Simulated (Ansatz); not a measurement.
Diamond

Level of theory: HSE06 (Ansatz, an electronic-structure program, PAW).

Settings: plane-wave cutoff 500 eV, 8×8×1 k mesh (along the axes of the cell as run), gaussian smearing 0.02 eV, scalar-relativistic PAW data made under PBE.

Cell: relaxed with r²SCAN.

* **surface energy of the (100) face**: 9.80 J/m²

The slab of 12 atoms is relaxed and unreconstructed.
